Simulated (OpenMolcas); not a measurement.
**A workflow on AlH (SMILES [AlH])**

We compute the energy (UHF/6-311G), then the energy (CASSCF(2,2)/6-311G), then a single-point energy (CASPT2(2,2)/6-311G), then the energy (SC-NEVPT2(2,2)/6-311G), then a single-point energy (MRCI(2,2)/6-311G) of AlH. 

The calculation is run with OpenMolcas 26.06.

## 1. The structure to begin with

AlH: 2 atoms, total charge 0, spin state singlet. SMILES: `[AlH]`. The Al1–H2 distance was set to 4.162 Å, away from the relaxed value.

## 2. A single-point energy at UHF/6-311G (run 1)

Contents of step1.input:

```
* AlH Hartree-Fock
>>> EXPORT MOLCAS_PRINT=2

&GATEWAY
  BasLib=$CurrDir
  Coord
  2
  angstrom
  Al       0.000000       0.000000      -2.522790
  H        0.000000       0.000000       1.639110
  Basis=6-311G
  Group=NoSym

&SEWARD

&SCF
  UHF
  Scramble=0.25
  PrOrbitals=1 1
```

The basis set 6-311G is read from a file made from the Basis Set Exchange's data (not shown).

Started as:

```console
$ export MOLCAS_MEM=1860
$ pymolcas step1.input > step1.log
```

What it wrote:

```text
--- Start Module: gateway ---
[...]
--- Stop Module: gateway /rc=_RC_ALL_IS_WELL_ ---
--- Start Module: seward ---
[...]
      Basis functions           24
--- Stop Module: seward /rc=_RC_ALL_IS_WELL_ ---
--- Start Module: scf ---
[...]
       Convergence after  32 Iterations
[...]
::    Total SCF energy                               -242.3705914600
[...]
      Total spin, S                                     0.6076883500
[...]
      Total electronic charge=   14.000000
      Total            charge=   -0.000000
[...]
      Dipole Moment (debye):
      Origin of the operator (angstrom)=    0.0000    0.0000   -2.3729
                   X= -5.0798E-07               Y=  4.0236E-07               Z= -1.9925E-01           Total=  1.9925E-01
      Quadrupole Moment (debye*angstrom):
[...]
--- Stop Module: scf /rc=_RC_ALL_IS_WELL_ ---
[...]
```

Run time: 1.8 s. Hardware: 1 thread of Arm Neoverse V2, shared host; peak memory 0.37 GiB.

## 3. A single-point energy at CASSCF(2,2)/6-311G (run 2)

Contents of step2.inp:

```
* AlH CASSCF
&GATEWAY
BasLib=$CurrDir
Coord
2
angstrom
Al       0.000000       0.000000      -2.522790
H        0.000000       0.000000       1.639110
Basis=6-311G
Group=NoSym
&SEWARD
&RASSCF
FileOrb=$CurrDir/step1.UnaOrb
Spin=1
Nactel=2 0 0
Inactive=6
Ras2=2
OrbListing=Nothing
OrbAppear=Compact
```

The basis set 6-311G is read from a file made from the Basis Set Exchange's data (not shown).

Started as:

```console
$ export MOLCAS_MEM=1860
$ pymolcas step2.inp > step2.log
```

What it wrote:

```text
--- Start Module: gateway ---
[...]
--- Stop Module: gateway /rc=_RC_ALL_IS_WELL_ ---
--- Start Module: seward ---
[...]
      Basis functions           24
--- Stop Module: seward /rc=_RC_ALL_IS_WELL_ ---
--- Start Module: rasscf ---
[...]
      Number of active orbitals                  2
[...]
      Spin quantum number                      0.0
[...]
      Active orbitals                            2
[...]
      Number of CSFs                             3
[...]
      Number of root(s) required                 1
[...]
      Convergence after 10 iterations
[...]
      printout of CI-coefficients larger than  0.05 for root  1
      energy=    -242.373415
      conf/sym  11     Coeff  Weight
             1  20  -0.81894 0.67066
             3  02   0.57388 0.32934
      Natural orbitals and occupation numbers for root  1
      sym 1:   1.341319   0.658681
      ************************************************************************************************************************
      *                                                    Final results                                                     *
[...]
::    RASSCF root number  1 Total energy:   -242.37341486
[...]
      Total electronic charge=   14.000000
      Total            charge=   -0.000000
[...]
      Dipole Moment (debye):
      Origin of the operator (angstrom)=    0.0000    0.0000   -2.3729
                   X= -9.7261E-09               Y=  1.7947E-07               Z= -8.3035E-01           Total=  8.3035E-01
      Quadrupole Moment (debye*angstrom):
[...]
--- Stop Module: rasscf /rc=_RC_ALL_IS_WELL_ ---
[...]
```

Run time: 1.4 s. Hardware: 1 thread of Arm Neoverse V2, shared host; peak memory 0.37 GiB.

## 4. The energy at CASPT2(2,2)/6-311G (run 3)

Contents of step3.inp:

```
* AlH CASPT2
>>> EXPORT MOLCAS_PRINT=2

&GATEWAY
  BasLib=$CurrDir
  Coord
  2
  angstrom
  Al       0.000000       0.000000      -2.522790
  H        0.000000       0.000000       1.639110
  Basis=6-311G
  Group=NoSym

&SEWARD

&RASSCF
  FileOrb=$CurrDir/step2.RasOrb
  Spin=1
  Nactel=2 0 0
  Inactive=6
  Ras2=2
  OrbListing=Nothing
  OrbAppear=Compact

&CASPT2
  Imaginary=0.1
  Frozen=5
```

The basis set 6-311G is read from a file made from the Basis Set Exchange's data (not shown).

Started as:

```console
$ export MOLCAS_MEM=1860
$ pymolcas step3.inp > step3.log
```

What it wrote:

```text
--- Start Module: gateway ---
[...]
--- Stop Module: gateway /rc=_RC_ALL_IS_WELL_ ---
[...]
      Basis functions           24
[...]
--- Start Module: rasscf ---
[...]
      Number of active orbitals                  2
[...]
      Spin quantum number                      0.0
[...]
      Active orbitals                            2
[...]
      Number of CSFs                             3
[...]
      Number of root(s) required                 1
[...]
      Convergence after  4 iterations
[...]
      printout of CI-coefficients larger than  0.05 for root  1
      energy=    -242.373415
      conf/sym  11     Coeff  Weight
             1  20  -0.81894 0.67066
             3  02   0.57388 0.32934
      Natural orbitals and occupation numbers for root  1
      sym 1:   1.341329   0.658671
      ************************************************************************************************************************
      *                                                    Final results                                                     *
[...]
::    RASSCF root number  1 Total energy:   -242.37341486
[...]
      Total electronic charge=   14.000000
      Total            charge=   -0.000000
[...]
      Dipole Moment (debye):
      Origin of the operator (angstrom)=    0.0000    0.0000   -2.3729
                   X= -3.5693E-09               Y=  1.8704E-07               Z= -8.3034E-01           Total=  8.3034E-01
      Quadrupole Moment (debye*angstrom):
[...]
--- Stop Module: rasscf /rc=_RC_ALL_IS_WELL_ ---
--- Start Module: caspt2 ---
[...]
 ###    WARNING: User changed nr of frozen orbitals.                         ###
 ###############################################################################
[...]
      E2 (Variational):          -0.0189317810
      Total energy:            -242.3923466456
[...]
      Reference weight:           0.98316
[...]
::    CASPT2 Root  1     Total energy:   -242.39234665
[...]
--- Stop Module: caspt2 /rc=_RC_ALL_IS_WELL_ ---
[...]
```

Run time: 1.4 s. Hardware: 1 thread of Arm Neoverse V2, shared host; peak memory 0.37 GiB.

## 5. The energy at SC-NEVPT2(2,2)/6-311G (run 4)

Contents of step4.inp:

```
&gateway
 baslib
 $CurrDir
 coord
 2
 angstrom
 Al       0.000000       0.000000      -2.522790
 H        0.000000       0.000000       1.639110
 basis
 6-311G
 group
 NoSym

&seward

&rasscf
 fileorb
 $CurrDir/step2.RasOrb
 spin
 1
 nactel
 2 0 0
 inactive
 6
 ras2
 2
 orblisting
 Nothing
 orbappear
 Compact

&caspt2
 sc-nevpt2
 frozen
 5
```

The basis set 6-311G is read from a file made from the Basis Set Exchange's data (not shown).

Started as:

```console
$ export MOLCAS_MEM=1860
$ pymolcas step4.inp > step4.log
```

What it wrote:

```text
--- Start Module: gateway ---
[...]
--- Stop Module: gateway /rc=_RC_ALL_IS_WELL_ ---
[...]
      Basis functions           24
[...]
--- Start Module: rasscf ---
[...]
      Number of active orbitals                  2
[...]
      Spin quantum number                      0.0
[...]
      Active orbitals                            2
[...]
      Number of CSFs                             3
[...]
      Number of root(s) required                 1
[...]
      Convergence after  4 iterations
[...]
      printout of CI-coefficients larger than  0.05 for root  1
      energy=    -242.373415
      conf/sym  11     Coeff  Weight
             1  20  -0.81894 0.67066
             3  02   0.57388 0.32934
      Natural orbitals and occupation numbers for root  1
      sym 1:   1.341329   0.658671
      ************************************************************************************************************************
      *                                                    Final results                                                     *
[...]
::    RASSCF root number  1 Total energy:   -242.37341486
[...]
      Total electronic charge=   14.000000
      Total            charge=   -0.000000
[...]
      Dipole Moment (debye):
      Origin of the operator (angstrom)=    0.0000    0.0000   -2.3729
                   X= -3.5693E-09               Y=  1.8704E-07               Z= -8.3034E-01           Total=  8.3034E-01
      Quadrupole Moment (debye*angstrom):
[...]
--- Stop Module: rasscf /rc=_RC_ALL_IS_WELL_ ---
--- Start Module: caspt2 ---
[...]
 ###    WARNING: User changed nr of frozen orbitals.                         ###
 ###############################################################################
[...]
      E2 (Variational):          -0.0187318847
[...]
      E2 (Variational):          -0.0187262589
      Total energy:            -242.3921411235
[...]
      Reference weight:           0.98331
[...]
::    SC-NEVPT2 Root  1     Total energy:   -242.39214112
[...]
--- Stop Module: caspt2 /rc=_RC_ALL_IS_WELL_ ---
[...]
```

Run time: 1.4 s. Hardware: 1 thread of Arm Neoverse V2, shared host; peak memory 0.37 GiB.

## 6. The energy at MRCI(2,2)/6-311G (run 5)

Contents of step5.inp:

```
&gateway
 baslib=$CurrDir
 coord
 2
 angstrom
 Al       0.000000       0.000000      -2.522790
 H        0.000000       0.000000       1.639110
 basis=6-311G
 group=NoSym

&seward

&rasscf
 fileorb=$CurrDir/step2.RasOrb
 spin=1
 nactel=2 0 0
 inactive=6
 ras2=2
 orblisting=Nothing
 orbappear=Compact

&motra
 lumorb
 frozen=5

&guga
 electrons=4
 spin=1
 inactive=1
 active=2
 ciall=1

&mrci
 sdci
```

The basis set 6-311G is read from a file made from the Basis Set Exchange's data (not shown).

Started as:

```console
$ export MOLCAS_MEM=1860
$ pymolcas step5.inp > step5.log
```

What it wrote:

```text
--- Start Module: gateway ---
[...]
--- Stop Module: gateway /rc=_RC_ALL_IS_WELL_ ---
[...]
      Basis functions           24
[...]
      Number of active orbitals                  2
[...]
      Spin quantum number                      0.0
[...]
      Active orbitals                            2
[...]
      Number of CSFs                             3
[...]
      Number of root(s) required                 1
[...]
      Convergence after  4 iterations
[...]
      printout of CI-coefficients larger than  0.05 for root  1
      energy=    -242.373415
      conf/sym  11     Coeff  Weight
             1  20  -0.81894 0.67066
             3  02   0.57388 0.32934
      Natural orbitals and occupation numbers for root  1
      sym 1:   1.341329   0.658671
      ************************************************************************************************************************
      *                                                    Final results                                                     *
[...]
::    RASSCF root number  1 Total energy:   -242.37341486
[...]
      Dipole Moment (debye):
      Origin of the operator (angstrom)=    0.0000    0.0000   -2.3729
                   X= -3.5693E-09               Y=  1.8704E-07               Z= -8.3034E-01           Total=  8.3034E-01
      Quadrupole Moment (debye*angstrom):
[...]
      *** WARNING: Default frozen orbitals is overwritten by user input.
      *** Default values:   2
[...]
--- Start Module: guga ---
[...]
--- Stop Module: guga /rc=_RC_ALL_IS_WELL_ ---
--- Start Module: mrci ---
[...]
       (But an ACPF correction will be computed)
       USE THE DEFAULT ACPF G-VALUE GFAC=  0.50000000000000000
[...]
                      CI ENERGY:  -242.40473235
[...]
                ACPF CORRECTION:    -0.00080190
[...]
      Total electronic charge=   14.000000
      Total            charge=    0.000000
[...]
     ACPF CORRECTION:     -0.00080190
[...]
  CI State   1     Total energy:   -242.40473235     QDav:     -0.00164595     QACPF:     -0.00080190
[...]
--- Stop Module: mrci /rc=_RC_ALL_IS_WELL_ ---
[...]
```

Run time: 1.4 s. Hardware: 1 thread of Arm Neoverse V2, shared host; peak memory 0.37 GiB.

## 7. What came out

```
                                                    quantity          value
                             run 1, UHF/6-311G: total energy  -242.37059 Eh
                            run 1, UHF/6-311G: dipole moment         0.20 D
                              run 1, UHF/6-311G: HOMO energy       -5.73 eV
                              run 1, UHF/6-311G: LUMO energy        0.39 eV
                            run 1, UHF/6-311G: HOMO–LUMO gap        6.12 eV
                                     run 1, UHF/6-311G: ⟨S²⟩          0.977
                     run 2, CASSCF(2,2)/6-311G: total energy  -242.37341 Eh
   run 2, CASSCF(2,2)/6-311G: dipole moment (CASSCF density)         0.83 D
                     run 3, CASPT2(2,2)/6-311G: total energy  -242.39235 Eh
   run 3, CASPT2(2,2)/6-311G: dipole moment (CASSCF density)         0.83 D
                  run 4, SC-NEVPT2(2,2)/6-311G: total energy  -242.39214 Eh
run 4, SC-NEVPT2(2,2)/6-311G: dipole moment (CASSCF density)         0.83 D
                       run 5, MRCI(2,2)/6-311G: total energy  -242.40473 Eh
     run 5, MRCI(2,2)/6-311G: dipole moment (CASSCF density)         0.83 D
```

What this shows: ⟨S²⟩ (run 1, UHF/6-311G) is 0.98 where a pure singlet has 0.00: the reference is spin-contaminated.
